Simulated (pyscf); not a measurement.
H₂C=CH–F + H atom (H•) → vinyl (•HC=CH₂) + hydrogen fluoride (HF) (atom transfer; doublet surface; C–F broken, F–H formed). Structures and frequencies: ωB97X-D3(BJ)/def2-SVP in PySCF. MP2 and CC: frozen core, UHF for open shells. ΔMP2 is the change of the MP2 total energy from the triple- to the quadruple-zeta basis. Energies in kcal/mol from the separated reactants.

| level | barrier | reaction energy |
|---|---|---|
| PBE/def2-TZVP | 27.8 | -7.6 |
| PBE0-D3(BJ)/def2-TZVP | 35.2 | -8.9 |
| M06-2X/def2-TZVP | … | -9.7 |
| ωB97M-D3(BJ)/def2-TZVP | 38.0 | -9.7 |
| HF/def2-TZVP | 56.8 | -14.8 |
| CCSD/def2-TZVPP | 41.6 | -15.0 |
| CCSD(T)/def2-TZVPP + ΔMP2(QZVPP) | … | … |

What belongs in the gaps?


- M06-2X/def2-TZVP, barrier: 39.7
- CCSD(T)/def2-TZVPP + ΔMP2(QZVPP), barrier: 39.2
- CCSD(T)/def2-TZVPP + ΔMP2(QZVPP), reaction energy: -13.7

This is the saddle that the search found; another between the same sides may lie lower. The angle at the transferred F is 180°. The CCSD(T) − MP2 part came from Ansatz, without density fitting, on the same reference. A UHF reference is spin-contaminated (<S²> up to 1.00), which harms MP2 most.
